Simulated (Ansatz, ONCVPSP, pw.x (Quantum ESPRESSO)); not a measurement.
# pw.x on diamond Ge: one setting changed

Potential: optimised norm-conserving Vanderbilt (ONCV), ONCVPSP 4.0.1, PBE; core [Ar] 3d10, reference 4s1.75 4p2.25; waves: 4s: rc 1.55 bohr, ncon 3, nbas 6, qcut 4.7 1/bohr, local; 4p: rc 2.45 bohr, ncon 3, nbas 6, qcut 3.5 1/bohr, 2 projectors, debl 3.3 Ha; d scattering state at 0.03 Ha: rc 2.30 bohr, ncon 3, nbas 6, qcut 3.9 1/bohr, 2 projectors, debl 2.7 Ha; local part: the s channel; core correction: none.

The reference run (k-mesh 8³, cutoffs 35/140 Ry, Fermi–Dirac 0.01 Ry, mixing_beta 0.4, conv_thr 1e-9, no spin) gives 0.86 GPa at 23.951 Å³/atom, where all-electron LAPW gives 0.00 GPa. This run, with its own iteration cap, changes nosym to true.

```
&control
  calculation='scf', prefix='x', pseudo_dir='./', outdir='./tmp', tstress=.true., disk_io='none'
/
&system
  ibrav=0, nat=2, ntyp=1, ecutwfc=35, ecutrho=140, nbnd=11,
  occupations='smearing', smearing='fd', degauss=0.01, nosym=.true.
/
&electrons
  conv_thr=1e-09, mixing_beta=0.4, electron_maxstep=60
/
ATOMIC_SPECIES
Ge 1.0 Ge.UPF
CELL_PARAMETERS angstrom
  0.00000000 2.88253474 2.88253474
  2.88253474 0.00000000 2.88253474
  2.88253474 2.88253474 0.00000000
ATOMIC_POSITIONS crystal
Ge 0.0000 0.0000 0.0000
Ge 0.2500 0.2500 0.2500
K_POINTS automatic
8 8 8 0 0 0
```

```bash
pw.x < Ge.scf.in > Ge.scf.out
```

How does the run end?

It converges in 7 iterations; the free energy moves by +0.0 meV/atom and the pressure by +0.00 GPa. The result is that of the reference run.

```
lattice parameter (alat)  =       7.7035  a.u.
     unit-cell volume          =     323.2587 (a.u.)^3
     number of electrons       =         8.00
     number of Kohn-Sham states=           11
     kinetic-energy cutoff     =      35.0000  Ry
     charge density cutoff     =     140.0000  Ry
     scf convergence threshold =      1.0E-09
     Exchange-correlation= PBE
     number of k points=   260  Fermi-Dirac smearing, width (Ry)=  0.0100
     iteration #  1     ecut=    35.00 Ry     beta= 0.40
     total energy              =     -15.76104327 Ry
     estimated scf accuracy    <       0.03852767 Ry
     iteration #  2     ecut=    35.00 Ry     beta= 0.40
     total energy              =     -15.75921105 Ry
     estimated scf accuracy    <       0.01063814 Ry
     iteration #  3     ecut=    35.00 Ry     beta= 0.40
     total energy              =     -15.75978666 Ry
     estimated scf accuracy    <       0.00013626 Ry
     iteration #  4     ecut=    35.00 Ry     beta= 0.40
     c_bands:  1 eigenvalues not converged
     c_bands:  1 eigenvalues not converged
     c_bands:  1 eigenvalues not converged
     [... 7 repeated lines left out ...]
     total energy              =     -15.75980277 Ry
     estimated scf accuracy    <       0.00000176 Ry
     iteration #  5     ecut=    35.00 Ry     beta= 0.40
     total energy              =     -15.75980343 Ry
     estimated scf accuracy    <       0.00000017 Ry
     iteration #  6     ecut=    35.00 Ry     beta= 0.40
     total energy              =     -15.75980347 Ry
     estimated scf accuracy    <          3.0E-09 Ry
     iteration #  7     ecut=    35.00 Ry     beta= 0.40
     the Fermi energy is     5.2337 ev
!    total energy              =     -15.75980347 Ry
     estimated scf accuracy    <          1.2E-10 Ry
     smearing contrib. (-TS)   =      -0.00086870 Ry
     The total energy is F=E-TS. E is the sum of the following terms:
     one-electron contribution =       3.47937104 Ry
     hartree contribution      =       1.20986316 Ry
     xc contribution           =      -4.62559044 Ry
     ewald contribution        =     -15.82257853 Ry
     convergence has been achieved in   7 iterations
          total   stress  (Ry/bohr**3)                   (kbar)     P=        8.59
     Message from routine punch:
     Nothing written, as per user request (disk_io='none')
```

The run took about 64 s on one core of a shared host (Intel(R) Xeon(R) Processor @ 2.60GHz, 24 threads, 32 GiB, load 16).
